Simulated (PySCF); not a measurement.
C2H7N, SMILES CNC (connectivity only; charge and spin as stated), charge +1, multiplicity 2. Atoms are numbered in the order given.

```xyz
10

C      1.2693    -0.0002     0.2072
N      0.0000     0.0000    -0.4414
C     -1.2693     0.0002     0.2072
H      1.8528     0.8829    -0.1249
H      1.1561    -0.0054     1.2951
H      1.8575    -0.8763    -0.1340
H      0.0000     0.0000    -1.4687
H     -1.8575     0.8763    -0.1340
H     -1.8528    -0.8829    -0.1249
H     -1.1561     0.0054     1.2951
```
Charge +1, spin multiplicity 2.

Geometry optimised at PBE-D3(BJ)/def2-TZVP. The multiplicity is an assumed one; other spin states were not compared.

These are PBE-D3(BJ)/def2-TZVP (PySCF) values and carry that method's errors.

Harmonic, unscaled wavenumbers; measured fundamentals usually lie a few per cent lower.

Problem. Give all harmonic wavenumbers and intensities. (Estimate from the structure and the level; the computed values follow.)

Solution. 
| mode | ν (cm⁻¹) | IR (km/mol) | moving atoms (share of kinetic energy) |
|---|---|---|---|
| 1 | 37 | 0.0 | H 97 % |
| 2 | 70 | 4.3 | H 76 %, N 19 % |
| 3 | 428 | 0.1 | H 41 %, C 35 %, N 24 % |
| 4 | 631 | 50.4 | H 84 %, N 15 % |
| 5 | 891 | 1.9 | C 58 %, H 28 %, N 14 % |
| 6 | 926 | 0.0 | H 80 %, C 20 % |
| 7 | 1002 | 42.8 | H 85 %, C 15 % |
| 8 | 1051 | 1.0 | H 67 %, C 20 %, N 13 % |
| 9 | 1127 | 77.1 | C 40 %, N 37 %, H 23 % |
| 10 | 1205 | 2.7 | H 53 %, C 26 %, N 22 % |
| 11 | 1316 | 77.7 | H 93 % |
| 12 | 1327 | 0.0 | H 91 %, C 8 % |
| 13 | 1348 | 0.0 | H 97 % |
| 14 | 1373 | 49.4 | H 96 % |
| 15 | 1389 | 0.8 | H 86 %, C 9 % |
| 16 | 1443 | 33.2 | H 92 % |
| 17 | 1490 | 12.1 | H 75 %, N 21 % |
| 18 | 2896 | 126.3 | H 97 % |
| 19 | 2911 | 0.8 | H 96 % |
| 20 | 2932 | 0.0 | H 92 %, C 8 % |
| 21 | 2937 | 28.9 | H 91 %, C 9 % |
| 22 | 3109 | 8.1 | H 91 %, C 9 % |
| 23 | 3112 | 2.0 | H 91 %, C 9 % |
| 24 | 3407 | 79.3 | H 93 % |
